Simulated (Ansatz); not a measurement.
Results of r²SCAN (PAW; Ansatz, an electronic-structure program) for In2O3 (Ia-3, No. 206).

Run with plane-wave cutoff 500 eV, 6×6×6 k mesh, Fermi–Dirac smearing 0.05 eV, scalar-relativistic PAW data made under PBE.

Computed at the level's own relaxed cell.

**Question.** Estimate the volume per atom, lattice constant a and band gap that the calculation returns.

**Answer.** 
- volume per atom = 13.10 Å³/atom
- lattice constant a = 10.158 Å
- band gap = 1.66 eV (on the SCF k mesh)

Measured, for comparison: band gap 2.93 ± 0.1 eV (room temperature, no zero-point or thermal correction; as tabulated in King et al. (2009), doi:10.1103/physrevb.79.205211); equilibrium volume per atom 12.94 Å³/atom (temperature not stated, no zero-point or thermal correction; as tabulated in Wikipedia's data pages). Computed (rounded) less measured: equilibrium volume per atom +1.2 %.

Note: the relaxation could not lower the start's symmetry, so the cell can be a saddle point above a distorted one.

Spin–orbit coupling is not included.

Static lattice: no zero-point or thermal effects.

The result took around 19 core-minutes (rough).
